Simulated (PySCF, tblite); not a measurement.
# CH₄FO−, a complex of two parts: NMR shifts, interaction energy, infrared bands, spin-spin couplings and core binding energies

The task here is to estimate one member of a computed series from the others.

Programs: tblite 0.8.0 and PySCF 2.14.0. All values are calculated, for the isolated system unless a continuum is named. Atoms count from 0, parts from 1.

### Starting point

7 atoms, charge -1, multiplicity 1; geometry: rigid parts in contact. Parts: 1 = atoms 0–5, `CO`, charge 0; 2 = atom 6, `[F-]`, charge -1.

The first run:

What the job is given:

```
{"job": {"kind": "dock", "xc": "GFN2-xTB", "basis": "xTB"}, "charge": -1, "multiplicity": 1, "parts": [{"atoms": "0-5", "charge": 0, "multiplicity": 1}, {"atoms": "6-6", "charge": -1, "multiplicity": 1}]}
C     -0.359221     0.033022     0.040735
O      0.952337    -0.351082     0.372497
H     -0.692929    -0.430068    -0.894294
H     -0.997384    -0.311555     0.852299
H     -0.453179     1.120924    -0.046828
H      1.550376    -0.061241    -0.324409
F      0.215775    -1.482873    -2.593245
```

With the program's defaults for keys left out, this is: GFN2-xTB search for minima from random contacts, gas phase.

On the command line:

```bash
OMP_NUM_THREADS=1 python cluster_run.py task.json out
```

The driver reads the jobs from task.json and runs them one after another.

Among the steps run: Docking the parts with GFN2-xTB; Optimising the geometry at PBE0-D3(BJ)/def2-TZVPD; Nuclear shieldings: PBE0/aug-pcSseg-2; Coupled-cluster interaction energy: CCSD(T) and MP2.

One of the session's tables, all rows but one given; the rest of the session is left out.

It belongs to the step «Coupled-cluster interaction energy: CCSD(T) and MP2». 

| method | interaction energy (kcal/mol) |
| --- | --- |
| HF/aug-cc-pVDZ | -35.60 |
| MP2/aug-cc-pVDZ | ? |
| CCSD/aug-cc-pVDZ | -35.05 |
| CCSD(T)/aug-cc-pVDZ | -35.34 |
| HF/aug-cc-pVQZ | -36.68 |
| MP2/aug-cc-pVQZ | -38.21 |
| SCS-MP2/aug-cc-pVQZ | -36.57 |
| MP2, extrapolated | -38.55 |
| CCSD(T), limit estimate | -38.38 |

Q: Estimate the row for MP2/aug-cc-pVDZ from the others.

**Answer.** interaction energy (kcal/mol): -35.51. In the column «interaction energy (kcal/mol)» it lies between HF/aug-cc-pVDZ (-35.60) and CCSD(T)/aug-cc-pVDZ (-35.34).

Caveats from the session: The interaction energy leaves out the deformation of the parts, 9.30 kcal/mol at MP2. So large a deformation means that a part is far from its own minimum, so a sum across the two methods would be rough.
